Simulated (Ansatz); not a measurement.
A nudged elastic band was laid between two geometries of BClH4 (6 atoms, charge 0, multiplicity 1).

Method: RKS PBE0/def2-SVP in Ansatz 0.2.0.

```json
{"movable images": "5", "climbing image": "yes", "spring": "5.0 eV/Å²", "optimiser": "quadratic models (default)", "start path": "through a guess of the saddle point", "force threshold": "0.05 eV/Å", "iteration limit": "60", "end points": "relaxed"}
```

Initial state:

```xyz
6
Properties=species:S:1:pos:R:3
B 0.033 0.143 0.023
H 0.165 0.741 1.067
H 0.958 0.127 -0.755
H -1.083 -0.068 -0.394
Cl 0.434 -1.964 0.873
H -0.378 -1.903 1.875
```

Final state:

```xyz
6
Properties=species:S:1:pos:R:3
B 0.096 -0.593 -0.534
H -0.228 0.393 2.334
H 1.048 0.143 -0.531
H -1.039 -0.211 -0.651
Cl 0.377 -2.303 -0.380
H -0.125 -0.352 2.453
```

**Question.** Which bonds break or form, and what moves?

**Answer.** Bonds broken: B1–H2, Cl5–H6. Bonds formed: B1–Cl5, H2–H6. BClH4 becomes BClH2 + H2.

**Question.** What energy profile does the band end with?

**Answer.** It converged. The highest image is number 2 of 0 to 6, 22.1 kJ/mol above the first end and 85.8 kJ/mol above the last; the last end lies 63.7 kJ/mol below the first. A vibrational analysis at the climbing image gives one clearly imaginary mode, 488i cm⁻¹: a first-order saddle point. The orbitals stay closed-shell, which can raise the energy where a bond breaks towards radicals; this wasn't checked here.

```json
{"image": "0", "path coordinate (Å)": "0.00", "energy (kJ/mol)": "0.0", "B1–H2 (Å)": "1.21", "Cl5–H6 (Å)": "1.29", "B1–Cl5 (Å)": "2.31"}
{"image": "1", "path coordinate (Å)": "0.83", "energy (kJ/mol)": "6.1", "B1–H2 (Å)": "1.21", "Cl5–H6 (Å)": "1.29", "B1–Cl5 (Å)": "2.36"}
{"image": "2", "path coordinate (Å)": "1.65", "energy (kJ/mol)": "22.1", "B1–H2 (Å)": "1.26", "Cl5–H6 (Å)": "1.42", "B1–Cl5 (Å)": "2.17"}
{"image": "3", "path coordinate (Å)": "2.25", "energy (kJ/mol)": "-31.0", "B1–H2 (Å)": "1.47", "Cl5–H6 (Å)": "1.99", "B1–Cl5 (Å)": "1.87"}
{"image": "4", "path coordinate (Å)": "2.84", "energy (kJ/mol)": "-53.7", "B1–H2 (Å)": "1.96", "Cl5–H6 (Å)": "2.56", "B1–Cl5 (Å)": "1.77"}
{"image": "5", "path coordinate (Å)": "3.44", "energy (kJ/mol)": "-62.0", "B1–H2 (Å)": "2.51", "Cl5–H6 (Å)": "3.05", "B1–Cl5 (Å)": "1.74"}
{"image": "6", "path coordinate (Å)": "4.03", "energy (kJ/mol)": "-63.7", "B1–H2 (Å)": "3.05", "Cl5–H6 (Å)": "3.48", "B1–Cl5 (Å)": "1.74"}
```

**Question.** What is the geometry of the highest image?

**Answer.** 
```xyz
6
Properties=species:S:1:pos:R:3:forces:R:3
B -0.017 -0.124 0.103 0.00 0.00 0.01
H -0.032 0.303 1.288 -0.01 0.00 0.00
H 1.022 0.107 -0.453 0.00 0.00 0.00
H -1.101 -0.091 -0.412 0.00 0.00 -0.01
Cl 0.189 -2.189 0.754 -0.02 0.02 0.00
H 0.067 -0.930 1.409 0.03 -0.01 0.01
```

**Question.** What are the harmonic wavenumbers there?

**Answer.** 488i, 534, 693, 716, 987, 1086, 1133, 1291, 1798, 2356, 2625, 2751 cm⁻¹.

The band took 10 iterations and of the order of 60 core-seconds.

Time of the run: 57 s on 1 thread of Arm Neoverse V1 (shared host), peak memory 0.1 GiB.
